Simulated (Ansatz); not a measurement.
# SiN2H+ (singlet): the correlation ladder, cc-pVDZ

An exercise on one series of results from a longer session: the logs are not shown, and one member is left open.

The runs use Ansatz 0.2.0, Gaussian basis; cc-pVDZ, core rule «outside noble gas», up to 7 orbitals frozen.

The runs, in order: UHF; CCSD(T) on RHF; CCSD(T) on UHF; BCCD(T) on RHF; CISD; CCSDT(Q) on RHF; CCSDT(Q) on UHF; CASSCF and NEVPT2, 10 electrons in 11 orbitals.

23 further runs of the same task are left out: 4 for a known fault of the program, 6 that didn't finish, 13 set aside as unsound or not needed. Runs told in other sessions of the task aren't counted.

### The system

The geometry is a PBE0/def2-TZVP stationary point (not a proven minimum) of the parent state, kept for this charge and spin.

4 atoms, charge 1, spin multiplicity 1.

Atoms are counted from 1 here; the program's logs count them from 0.

Bond lengths: Si1–N2 1.658 Å, Si1–N3 1.658 Å, Si1–H4 1.472 Å, N2–N3 1.546 Å. Angles: N2–Si1–N3 55.6°, N2–Si1–H4 152.2°, N3–Si1–H4 152.2°, Si1–N2–N3 62.2°, Si1–N3–N2 62.2°.

The first run:

The input, in.yaml:

```yaml
crystal:
  periodic: [false, false, false]
  atoms:
    - {symbol: Si, position_ang: [0.000000, 0.000000, 0.693477]}
    - {symbol: N, position_ang: [0.000000, -0.773207, -0.773173]}
    - {symbol: N, position_ang: [0.000000, 0.773207, -0.773173]}
    - {symbol: H, position_ang: [0.000000, 0.000000, 2.165363]}
basis:
  gaussian: {orbitals: cc-pVDZ}
total_charge: 1
magnetization: {spin_polarized: true, initial_magnetization: 0}
hamiltonian: {xc: hf}
output: {orbitals: {seedname: orbitals}}
```

On the command line:

```sh
$ ansatz run in.yaml --threads 1 --pin off --events-out ev --progress --plain --max-ram 2393MiB
```

Among the steps run: UHF; CCSD(T) on RHF; CCSD(T) on UHF; BCCD(T) on RHF; CISD; CCSDT(Q) on RHF; CCSDT(Q) on UHF; CASSCF and NEVPT2, 10 electrons in 11 orbitals.

One of the session's tables, all rows but one given; the rest of the session is left out.

| method | from RCCSDT(Q) (kJ/mol) |
| --- | --- |
| RHF | +1186.2 |
| UHF | +1157.6 |
| RMP2 | +96.4 |
| CISD | +203.2 |
| RCCSD | ? |
| RCCSD(T) | +8.8 |
| BCCD(T) | +8.8 |
| RCCSDT | +9.7 |
| RCCSDT(Q) | 0 |
| CASSCF valence | +650.0 |
| NEVPT2 valence | +126.5 |

Q: Estimate the row for RCCSD from the others.

The run gave: from RCCSDT(Q) (kJ/mol): +74.6. In the column «from RCCSDT(Q) (kJ/mol)» it lies between RCCSDT (+9.7) and RMP2 (+96.4).

Not comparable, so not listed: CCSD(T) on UHF; CCSDT(Q) on UHF (they don't share determinant, frozen orbitals or solution with the rows shown, or repeat one).

To keep in mind: The determinant of HF (⟨S²⟩ 0.52) is far from a pure spin state, so its energy mixes those of several spin states; that is harmless only where they are near-degenerate. Warnings: restricted reference is unstable; spin contamination; large T1 diagnostic.
